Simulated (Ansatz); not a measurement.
Level of theory: frozen-core CCSD(T)/cc-pVTZ // PBE0-D3(BJ)/def2-SVP in Ansatz (a first-principles code).

Ansatz 0.2 input:
```yaml
crystal:
  periodic: [false, false, false]
  atoms:
    - { symbol: O, position_ang: [-0.000866, 0.398838, -0.000001] }
    - { symbol: H, position_ang: [-0.753586, -0.201058, 0.000003] }
    - { symbol: H, position_ang: [0.754452, -0.197781, -0.000002] }
basis:
  gaussian: { orbitals: cc-pVTZ }
correlation:
  method: ccsd_t
```

Output:

```
Functional definition: HF
342 factors; integrals over basis functions are off by at most 6.9e-4 eV
mean field evaluation 1: about -2067.8724 eV, gradient 3.2e1 eV
mean field evaluation 2: about -2067.8725 eV, gradient 3.2e1 eV
mean field evaluation 4: about -2069.5999 eV, gradient 1.4e0 eV
mean field evaluation 8: about -2069.6070 eV, gradient 3.4e-5 eV
mean field evaluation 16: about -2069.6065 eV, gradient 3.3e-1 eV
mean field -2069.60699631 eV, -76.0566542844 hartree, gradient 1.0e-6 eV, S^2 0.000000; 0 other end points of the search recorded, 0 dependent functions left out
1 core orbitals not correlated
reference -2069.60699631 eV, -76.0566542844 hartree; 4, 4 occupied and 53, 53 virtual orbitals, 342 factors
second order -7.12880805 eV of doubles, -0.00000000 eV of singles
cycle   1  -7.13548962 eV  change   -6.7e-3 eV  update   3.8e-2
cycle   2  -7.26818278 eV  change   -1.3e-1 eV  update   1.0e-2
cycle   3  -7.28850855 eV  change   -2.0e-2 eV  update   3.9e-3
cycle   4  -7.28782576 eV  change    6.8e-4 eV  update   7.2e-4
cycle   5  -7.28828128 eV  change   -4.6e-4 eV  update   2.6e-4
cycle   6  -7.28830192 eV  change   -2.1e-5 eV  update   8.2e-5
cycle   7  -7.28830718 eV  change   -5.3e-6 eV  update   2.6e-5
cycle   8  -7.28829761 eV  change    9.6e-6 eV  update   6.6e-6
cycle   9  -7.28829476 eV  change    2.9e-6 eV  update   1.2e-6
perturbative correction -0.20958086 eV, -0.0077019546 hartree
Total energy: -2077.10487193 eV, -76.3321961311 hartree
```

Cost: very roughly 1.1 core-seconds.
